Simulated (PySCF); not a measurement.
## Diatomics with 21 electrons

r²SCAN in PySCF with def2-TZVPPD on every atom, for the lowest determinant that a PBE0 search found; no spin–orbit coupling. All have 21 electrons, 9 of them in the valence shells, and the same state, a doublet (σ ↑). For ions De leads to the atom and ion picked by measured ionisation energies and electron affinities.

```json
{"species": "BP⁻", "difference of nuclear charges": "10", "Re (Å)": "1.695", "ωe (cm⁻¹)": "1056", "k (mdyn/Å)": "5.34", "De (eV)": "n/a", "dissociates to": "B + P⁻"}
{"species": "AlO", "difference of nuclear charges": "5", "Re (Å)": "1.619", "ωe (cm⁻¹)": "989", "k (mdyn/Å)": "5.78", "De (eV)": "5.45", "dissociates to": "Al + O"}
{"species": "AlF⁺", "difference of nuclear charges": "4", "Re (Å)": "1.604", "ωe (cm⁻¹)": "932", "k (mdyn/Å)": "5.71", "De (eV)": "3.67", "dissociates to": "Al⁺ + F"}
{"species": "SiO⁺", "difference of nuclear charges": "6", "Re (Å)": "1.517", "ωe (cm⁻¹)": "1174", "k (mdyn/Å)": "8.27", "De (eV)": "5.11", "dissociates to": "Si⁺ + O"}
{"species": "BCl⁺", "difference of nuclear charges": "12", "Re (Å)": "1.600", "ωe (cm⁻¹)": "1145", "k (mdyn/Å)": "6.47", "De (eV)": "4.58", "dissociates to": "B⁺ + Cl"}
```

Which member of the whole set has the stiffest bond, and how does it compare with the softest?

SiO⁺ with k = 8.27 mdyn/Å, 1.5 times that of BP⁻.

For an ion De counts to the pair picked by the measured ionisation energies or electron affinities, which need not be the lowest pair at this level. The highest Kohn–Sham level is positive in this anion. Much of that is self-interaction error, but it also means that the finite basis helps to hold the extra electron. States were picked by a PBE0 search and need not be the measured ground states.
